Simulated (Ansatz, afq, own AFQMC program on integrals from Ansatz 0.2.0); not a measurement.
**BHClF, singlet in def2-TZVP, levels against CCSDT(Q)**

```xyz
4

F     1.2486    0.2826   -0.4643
B     0.1025   -0.0761    0.0624
Cl   -1.3717    0.5706   -0.6108
H     0.0762   -0.8373    0.9924
```

Connectivity, by distances: F–BH–Cl.

Basis def2-TZVP. Noble-gas cores (and the filled d shells of Ga–Kr and In–Xe) are frozen. Integrals, coupled cluster, full CI and functionals: Ansatz 0.2.0; the random walks run on the same integrals in our own AFQMC program. The CISD trial takes its coefficients from CCSD amplitudes. Released means that phaseless walkers are propagated on without the constraint, phases kept. ± is one standard error of the sampling.

Determinant: RHF, the one that the program's search chose, which needn't be the lowest solution. The geometry is a PBE0/def2-SVP stationary point of this or a neighbouring charge and spin state.

No full CI on the walks' own integrals is used here; CCSDT(Q) serves as the reference and is uncertain by about the last step of the cluster series.

```
T1 diagnostic                               : 0.0124
weight of the determinant in the CISD state : 0.853
size of the correlated space                : 18 electrons in 98 orbitals
```

Reference: CCSDT(Q), correlation energy -15.650 eV. The released energy is read at 0.99 1/Eh, later times being too noisy (meV from the phaseless value at times in 1/Eh: 4 ± 6 at 0.24, 9 ± 5 at 0.51, -2 ± 11 at 0.99, 22 ± 12 at 1.50).

```csv
level,E − E(reference) (kJ/mol),share of correlation (%)
HF,1510.0,0.00
MP2,119.4,92.09
CCSD,55.4,96.33
CCSD(T),4.1,99.73
CCSDT,2.2,99.85
ph-AFQMC/CISD,-0.3 ± 0.6,100.02
released AFQMC,-0.5 ± 1.0,100.04
```

Released energies are given only where the last usable release times agree within the noise; a slower fall can still hide under it.
